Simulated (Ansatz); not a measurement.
## [GeH$_{3}$···H···F], doublet along the distance Ge1-H5

Starting geometry:

```xyz
6

Ge   -0.6093    0.0000    0.0000
H    -1.1207    1.4466    0.0000
H    -1.1207   -0.7233    1.2528
H    -1.1207   -0.7233   -1.2528
H     0.9251    0.0000    0.0000
F     2.4587    0.0000    0.0000
```

From there atom H5 is moved from one fragment to the other while all else, the fragments' distance too, stays fixed; atoms are numbered as listed. Energies are in eV, counted from the starting geometry at the same level. Kohn–Sham curves are unrestricted where that lies lower.

Basis cc-pVDZ; Ansatz 0.2.0. Only valence electrons are correlated (noble-gas cores and the filled d shells of p-block atoms frozen). Prefix R: restricted or restricted open-shell reference; prefix U: unrestricted. No spin–orbit coupling is included, and no scalar relativity.

Full CI isn't at hand for all of this; UCCSDT(Q) serves as the reference, and is uncertain by the last step of the cluster series or more.

```csv
distance Ge1-H5 (Å),RPA-PBE
1.534,0.000
1.625,-0.109
1.806,-0.385
1.987,-0.980
2.168,-1.309
```

Task: Estimate the UCCSDT(Q) curve in cc-pVDZ from this one, knowing how RPA-PBE differs from it in such a basis.

Result: The computed UCCSDT(Q) values, in eV from the starting point, and the difference of RPA-PBE against them:
```csv
distance Ge1-H5 (Å),UCCSDT(Q),RPA-PBE less UCCSDT(Q)
1.534,0.000,0.000
1.625,-0.096,-0.013
1.806,-0.471,0.086
1.987,-1.215,0.235
2.168,-1.627,0.318
```

The difference spans 0.331 eV and is largest, 0.318 eV, at 2.168 Å.

In so small a basis both RPA and the reference are far from their limits and near them at different rates, so the difference would change in a larger set.
